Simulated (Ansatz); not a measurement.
# CH6AlN: structure from calculated spectroscopic constants

These gas-phase data were calculated for one isomer of CH6AlN at r2SCAN-D4/def2-SVP (harmonic, unscaled wavenumbers; equilibrium rotational constants with average atomic masses):

- rotational constants: 36.29, 5.025, 4.54 GHz
- all wavenumbers above 1500 cm⁻¹: 3564, 3109, 3046, 2982, 1942, 1934
- dipole moment: 1.09 D (PBE0/def2-TZVPD)

Candidates:

(1) `[CH3][AlH][NH2]`, a singlet
(2) `C[NH][AlH2]`, a singlet

Problem. Assign the data to one candidate and say why.

Solution. Candidate (2). 1 mode lies between 3250 and 3800 cm⁻¹, one for each N–H bond, while (1) has 2.

The same quantities for all candidates:

```tsv
	rotational constants (GHz)	wavenumbers above 1500 cm⁻¹	dipole (D)	E above the lowest, r2SCAN-D4/def2-SVP (kcal/mol)
(1)	23.14, 5.522, 4.584	3670, 3579, 3129, 3112, 3021, 1923, 1531	0.98	0.0
(2)	36.29, 5.025, 4.54	3564, 3109, 3046, 2982, 1942, 1934	1.09	17.8
```

Harmonic stretches to hydrogen usually lie a few per cent above observed fundamentals. Each candidate is one conformer. Programs: Ansatz 0.2.0.
